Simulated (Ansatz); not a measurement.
```yaml
crystal:
  periodic: [false, false, false]
  atoms:
    - {symbol: N, position_ang: [-0.672660, 0.538793, 1.700769]}
    - {symbol: C, position_ang: [-0.207596, 0.117849, 0.617306]}
    - {symbol: C, position_ang: [0.997308, -0.360500, -0.059552]}
    - {symbol: C, position_ang: [-0.303609, -0.125791, -0.822906]}
    - {symbol: F, position_ang: [-0.380904, 0.926460, -1.682493]}
    - {symbol: H, position_ang: [-1.634715, 0.860229, 1.574972]}
    - {symbol: H, position_ang: [1.343137, -1.384117, 0.045914]}
    - {symbol: Xx, position_ang: [1.783640, 0.377188, -0.195860]}
    - {symbol: H, position_ang: [-0.836202, -0.996313, -1.195350]}
basis:
  gaussian: {orbitals: def2-TZVP}
hamiltonian: {xc: {name: r2SCAN}}
output: {forces: true}
```

```sh
$ ansatz run in.yaml --threads 2 --pin off --events-out ev --progress --plain --max-ram 4352MiB
```

Shortened log:

```
Error: YAML parse error: error: line 11 column 16: `Xx` is not an element symbol (H … Og, case-exact)
 9 |     - {symbol: H, position_ang: [-1.634715, 0.860229, 1.574972]}
10 |     - {symbol: H, position_ang: [1.343137, -1.384117, 0.045914]}
11 |     - {symbol: Xx, position_ang: [1.783640, 0.377188, -0.195860]}
12 |     - {symbol: H, position_ang: [-0.836202, -0.996313, -1.195350]}
13 | basis:
```

(1) Something in this input is off. What?

Results:

(1) An element symbol is wrong. The input was rejected before any iteration.
